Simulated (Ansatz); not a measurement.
Species: CH$_{4}$N, charge -1, singlet. CH4N- (SMILES [CH2-]N).
B3LYP-D3(BJ)/def2-TZVP minimum from Ansatz (a first-principles code):
```
N
H 1 1.0136
H 1 1.0296 2 104.76
C 1 1.5113 2 108.26 3 -122.58
H 4 1.1090 1 106.11 2 -161.25
H 4 1.1165 5 104.16 1 115.87
```
Charge -1, spin multiplicity 1.

Total energies in aug-cc-pVDZ, 14 correlated electrons, 2 frozen orbitals. Open shells are spin-unrestricted; no spin-orbit coupling. Correlated methods leave the cores frozen. No relativity.

```csv
method,program,energy (Eh),minus CCSDT(Q) (mEh)
HF,Ansatz,-94.53755,401.14
MP2,Ansatz,-94.89935,39.34
CCSD,Ansatz,-94.92321,15.49
CCSD(T),Ansatz,-94.93712,1.57
CCSDT(Q),Ansatz,-94.93869,0.00
```

Rough core times of Ansatz's runs on a shared machine: CCSD(T) under 20 s, CCSDT(Q) 6 min.
